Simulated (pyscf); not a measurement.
H₃C–O–Ti(=O)–OH → O=Ti=O + methanol (H₃C–OH), an elimination (singlet surface; O–Ti, H–O broken, H–O formed). PySCF, gas phase, ωB97X-D3(BJ)/def2-SVP geometries. Energies in kJ/mol from the reactant's lowest minimum found.

Small-basis levels: PySCF, no dispersion term, spherical d functions. Cost: rough CPU time at the saddle relative to B3LYP/6-31G*+LANL2DZ, from one job on a shared machine.

```
level                   barrier  reaction energy  cost
----------------------  -------  ---------------  ----
HF/STO-3G                 391.4           +625.7  0.04
HF/6-31G*+LANL2DZ         293.6           +388.1   0.1
MP2/6-31G*+LANL2DZ        206.9           +309.4   0.1
B3LYP/STO-3G              261.1           +574.6   0.5
B3LYP/3-21G               179.2           +399.7   0.7
B3LYP/LANL2DZ             230.7           +346.8   0.9
B3LYP/def2-SVP            207.2           +331.4     1
ωB97M-D3(BJ)/def2-TZVP    218.1           +325.2     –
```

Against the last row the barrier runs from -38.9 (B3LYP/3-21G) to +173.3 kJ/mol (HF/STO-3G). ωB97M-D3(BJ)/def2-TZVP has limits of its own. On the product side the descent ends in an adduct with a O–Ti contact, 155.0 kJ/mol under the separated species and 38.4 kJ/mol under the saddle at ωB97X-D3(BJ)/def2-TZVP. At ωB97M-D3(BJ) the saddle lies under the separated products, which points to a path from their complex (located at ωB97X-D3(BJ) alone), and parting the products costs more than the saddle. What is counted as broken (O–Ti) persists as a longer contact in the product adduct; parting that adduct is a step of its own. At the saddle there is also a short H–Ti contact that neither side keeps. This is the saddle that the search found; another between the same sides may lie lower.
